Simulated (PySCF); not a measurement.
All values below come from TPSSh-D3(BJ)/def2-TZVP // CAM-B3LYP-D3(BJ)/def2-TZVP in PySCF. All species are isolated molecules in the gas phase. Excitations are Tamm–Dancoff values on a coarser integration grid. The basis has no diffuse functions, so Rydberg states are missing or too high.

Reference species (SMILES): `[F][Al]([F])[F]` (neutral, multiplicity 1).

- brightest of the four lowest singlets (TDA) = 8.91 eV
- HOMO–LUMO gap = 8.82 eV
- HOMO = -10.57 eV

Changed species: `[F][AlH2]` (1 of 3 H replaced by F; the reference has 3 of 3 H replaced by F).

### Question
What does the change do to the brightest of the four lowest singlets (TDA), HOMO–LUMO gap and HOMO?

### Answer
the brightest of the four lowest singlets (TDA) falls by 0.91 eV, to 8.00 eV; the HOMO–LUMO gap drops by 2.21 eV, to 6.61 eV; the HOMO rises by 2.34 eV, to -8.23 eV.
